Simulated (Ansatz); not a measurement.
`C=CCCF` → `C=CC` + `[CH]F` at 400 K and 1 bar (formal loss of a carbene).

Program: Ansatz. Geometries: PBE0-D4/def2-TZVP. ΔE: electronic, gas phase. CBS: MP2 limit from def2 TZ/QZ plus the TZ coupled-cluster correction, frozen cores. This one scheme is used for every species. Each species was taken in one conformer, which may not be the lowest.

| species | CCSD(T)/CBS energy (Eh) | H − E (kJ/mol) | S (J/(mol·K)) |
| --- | --- | --- | --- |
| `C=CCCF` | -256.18775 | 295.2 | 346.9 |
| `C=CC` | -117.74610 | 229.7 | 285.2 |
| `[CH]F` | -138.29972 | 46.3 | 233.5 |

H − E and S are ideal-gas, rigid-rotor, harmonic terms from PBE0-D4/def2-TZVP, for one conformer and one mirror image of each species. 1 Eh = 2625.50 kJ/mol, R = 8.31446 J/(mol·K).

Question: By hand: ΔE, ΔH, ΔS and ΔG.

Answer: ΔE = (-117.74610) + (-138.29972) − (-256.18775) = 0.14193 Eh = 372.6 kJ/mol. Δ(H − E) = 229.7 + 46.3 − 295.2 = -19.2, so ΔH = 353.4 kJ/mol. ΔS = 285.2 + 233.5 − 346.9 = 171.8 J/(mol·K). ΔG = 353.4 − 400 × (171.8)/1000 = 284.7 kJ/mol.

Question: By hand: the equilibrium constant, and the temperature at which ΔG would vanish if ΔH and ΔS stayed fixed.

Answer: log₁₀ K = −ΔG/(RT ln 10) = -37.2. ΔG = 0 at ΔH/ΔS = 2057 K.

The number of gas molecules changes by +1, which sets the sign of ΔS. A doubt of 5 kJ/mol in ΔE shifts log₁₀ K by 0.7 here. Other conformers and mirror images would add mixing entropy, several J/(mol·K) or more a flexible species. These are equilibria of isolated gas molecules and say nothing of rates. Largest T1 diagnostic: 0.018 (customary marks: 0.02 for closed shells, 0.045 for open ones).
